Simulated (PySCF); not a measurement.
`OCC1CC1`: 4 charge schemes on one density

Compound: C₄H₈O.
Z-matrix (Å and degrees, PBE0-D3(BJ)/def2-TZVP geometry), rows numbered from 1:
```
O 
C   1  1.4121
C   2  1.4975  1  112.81
C   3  1.5019  2  118.89  1    82.63
C   3  1.4952  2  119.64  1   152.53
H   1  0.9614  2  107.44  3   -49.92
H   2  1.1010  1  111.04  3   122.76
H   2  1.0931  1  105.77  3  -121.13
H   3  1.0852  2  114.69  1   -61.43
H   4  1.0847  3  117.83  5  -107.13
H   4  1.0826  3  118.43  5   108.01
H   5  1.0837  3  117.59  4   107.58
H   5  1.0823  3  118.27  4  -108.28
```

Density: PBE0/pcSseg-2 (PySCF); schemes: Mulliken, IAO, Hirshfeld and ESP-fitted. The structure is a single PBE0-D3(BJ)/def2-TZVP conformer in the gas phase; no vibrational or solvent corrections.

**Question.** Atoms with like bonding are taken together and averaged. Do the Mulliken, IAO, Hirshfeld and ESP-fitted schemes agree on where the charge is highest?

**Answer.** The schemes don't all agree: Mulliken C2 (+0.282); IAO H6 (+0.357); Hirshfeld H6 (+0.155); ESP-fitted H6 (+0.383).

**Question.** Do the Mulliken, IAO, Hirshfeld and ESP-fitted schemes agree on where the charge is lowest?

**Answer.** All schemes agree: Mulliken O1 (-0.403); IAO O1 (-0.571); Hirshfeld O1 (-0.236); ESP-fitted O1 (-0.574).

**Question.** At which atom do the 4 schemes differ most?

**Answer.** At O1: from -0.574 (ESP-fitted) to -0.236 e (Hirshfeld), 0.338 e apart.

**Question.** What partial charge does each atom carry?

**Answer.** In e; atoms taken as equivalent share a row and are averaged (×n: the atom named and its like, n in all):

```
   atom                 environment  Mulliken     IAO  Hirshfeld  ESP-fitted
     O1              alcohol oxygen    -0.403  -0.571     -0.236      -0.574
     C2      carbinol carbon (C–OH)    +0.282  -0.044     -0.008      -0.003
     C3  three-membered-ring carbon    -0.185  -0.154     -0.055      -0.179
  C4/C5  three-membered-ring carbon    -0.111  -0.307     -0.097      -0.333
     H6           hydroxyl hydrogen    +0.188  +0.357     +0.155      +0.383
  H7/H8          methylene hydrogen    +0.011  +0.133     +0.042      +0.116
     H9            methine hydrogen    +0.058  +0.151     +0.051      +0.175
H10/H12          methylene hydrogen    +0.059  +0.148     +0.049      +0.155
H11/H13          methylene hydrogen    +0.071  +0.156     +0.052      +0.161
```

Mean size of the charges over all atoms: ESP-fitted 0.219 e, IAO 0.213 e, Mulliken 0.127 e, Hirshfeld 0.076 e. Each set sums to the total charge, 0, to within 0.001 e. The Mulliken scheme gives each basis function's population to the atom it is centred on and halves the overlap population of two atoms between them.

Some averages cover members that differ in this geometry: C4/C5, ESP-fitted -0.382 to -0.283; C4/C5, Mulliken -0.146 to -0.076; H7/H8, Mulliken -0.015 to +0.036; H7/H8, IAO +0.114 to +0.153 e.

**Question.** Sum the charges by element, for elements with more than one atom.

**Answer.** 
```
element  atoms  Mulliken     IAO  Hirshfeld  ESP-fitted
      C      4    -0.125  -0.813     -0.257      -0.847
      H      8    +0.528  +1.383     +0.493      +1.421
```

**Question.** How closely do the schemes follow one another over all atoms?

**Answer.** Correlation coefficient and root-mean-square difference: IAO with ESP-fitted 0.99, 0.031 e; IAO with Hirshfeld 0.99, 0.157 e; Hirshfeld with ESP-fitted 0.98, 0.169 e; Mulliken with Hirshfeld 0.83, 0.102 e; Mulliken with ESP-fitted 0.81, 0.160 e; Mulliken with IAO 0.80, 0.155 e.
